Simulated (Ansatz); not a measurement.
# CH4OSi (SMILES C[Si]O): one structure at several levels

Aim: energy, forces and dipole at a structure displaced at random from a GFN2-xTB minimum, from CCSD(T) and from density functionals.

Computed with Ansatz 0.2.0, Gaussian basis. Level: single points in def2-TZVPP.

Cores are frozen in the correlated methods.

## 1. Where the work starts

SMILES `C[Si]O`, 7 atoms, charge 0, spin multiplicity 1.

Atoms are counted from 1 here; the program's logs count them from 0.

Bond lengths: C1–Si2 1.943 Å, C1–H4 1.074 Å, C1–H5 1.124 Å, C1–H6 1.145 Å, Si2–O3 1.703 Å, O3–H7 0.938 Å. Angles: Si2–C1–H4 113.3°, Si2–C1–H5 108.7°, Si2–C1–H6 114.7°, H4–C1–H5 106.2°, H4–C1–H6 108.4°, H5–C1–H6 104.9°, C1–Si2–O3 99.0°, Si2–O3–H7 121.5°.

As a file:

```xyz
7
CH4OSi
C    -0.63050    0.43420   -0.28370
Si    1.19670    0.03360   -0.80820
O     1.60940   -1.03230    0.45450
H    -1.32560   -0.34400   -0.53920
H    -0.97080    1.35330   -0.83480
H    -0.76540    0.68860    0.82500
H     1.02600   -1.19200    1.17090
```

## 2. CCSD(T)/def2-TZVPP

Input file run/in.yaml:

```yaml
crystal:
  periodic: [false, false, false]
  atoms:
    - {symbol: C, position_ang: [-0.630500, 0.434200, -0.283700]}
    - {symbol: Si, position_ang: [1.196700, 0.033600, -0.808200]}
    - {symbol: O, position_ang: [1.609400, -1.032300, 0.454500]}
    - {symbol: H, position_ang: [-1.325600, -0.344000, -0.539200]}
    - {symbol: H, position_ang: [-0.970800, 1.353300, -0.834800]}
    - {symbol: H, position_ang: [-0.765400, 0.688600, 0.825000]}
    - {symbol: H, position_ang: [1.026000, -1.192000, 1.170900]}
basis:
  gaussian: {orbitals: def2-TZVPP}
correlation: {method: ccsd_t}
output: {forces: true}
```

The command line of these runs was not kept.

## 3. PBE0-D4/def2-TZVPP

Edit run/in.yaml of step 2 so:

```diff
@@ -12,3 +12,3 @@
   gaussian: {orbitals: def2-TZVPP}
-correlation: {method: ccsd_t}
-output: {forces: true}
+hamiltonian: {xc: pbe0, dispersion: d4}
+output: {forces: true, orbitals: {seedname: orbitals}}
```

## 4. wB97M-V/def2-TZVPP

Edit run/in.yaml of step 3 so:

```diff
@@ -12,3 +12,3 @@
   gaussian: {orbitals: def2-TZVPP}
-hamiltonian: {xc: pbe0, dispersion: d4}
-output: {forces: true, orbitals: {seedname: orbitals}}
+hamiltonian: {xc: {name: wB97M-V}}
+output: {forces: true}
```

## 5. r2SCAN-D4/def2-TZVPP

Edit run/in.yaml of step 4 so:

```diff
@@ -12,3 +12,3 @@
   gaussian: {orbitals: def2-TZVPP}
-hamiltonian: {xc: {name: wB97M-V}}
+hamiltonian: {xc: r2scan, dispersion: d4}
 output: {forces: true}
```

## 6. PBE-D4/def2-TZVPP

Edit run/in.yaml of step 5 so:

```diff
@@ -12,3 +12,3 @@
   gaussian: {orbitals: def2-TZVPP}
-hamiltonian: {xc: r2scan, dispersion: d4}
+hamiltonian: {xc: pbe, dispersion: d4}
 output: {forces: true}
```

## 7. BHLYP-D4/def2-TZVPP

Edit run/in.yaml of step 6 so:

```diff
@@ -12,3 +12,3 @@
   gaussian: {orbitals: def2-TZVPP}
-hamiltonian: {xc: pbe, dispersion: d4}
+hamiltonian: {xc: {name: BHLYP}, dispersion: d4}
 output: {forces: true}
```

## 8. SPW92/def2-TZVPP

Edit run/in.yaml of step 7 so:

```diff
@@ -12,3 +12,3 @@
   gaussian: {orbitals: def2-TZVPP}
-hamiltonian: {xc: {name: BHLYP}, dispersion: d4}
+hamiltonian: {xc: lda}
 output: {forces: true}
```

(Steps that only read results are left out.)

Q: Predict the outcome of this session. Wanted: energy less free atoms, CCSD(T)/def2-TZVPP; RMS force component; RMS force error; HOMO and LUMO, PBE0-D4; T1 diagnostic.

As calculated:

| quantity | value |
| --- | --- |
| energy less free atoms, CCSD(T)/def2-TZVPP | -591.9 kcal/mol |
| RMS force component | 0.883 to 1.020 eV/Å over the methods |
| RMS force error | PBE0-D4 0.051, wB97M-V 0.052, r2SCAN-D4 0.045, PBE-D4 0.207, BHLYP-D4 0.233, SPW92 0.273 eV/Å |
| HOMO and LUMO, PBE0-D4 | -6.55 and -1.80 eV |
| T1 diagnostic | 0.014 |

What this shows: Against CCSD(T) the functionals' energies less atoms differ by -99.5 to +5.0 kcal/mol, PBE-D4 by -24.1 kcal/mol. CCSD(T) in triple zeta still lacks some correlation energy of the bonds, so part of these gaps is its own basis error and they don't rank the functionals. The forces of r2SCAN-D4 come nearest to CCSD(T), those of SPW92 are farthest. Frozen-core CCSD(T) forces in triple zeta carry basis errors of their own, and this is one geometry, so small gaps rank nothing. The restricted Hartree–Fock reference is unstable towards an unrestricted one at one or more of these structures.
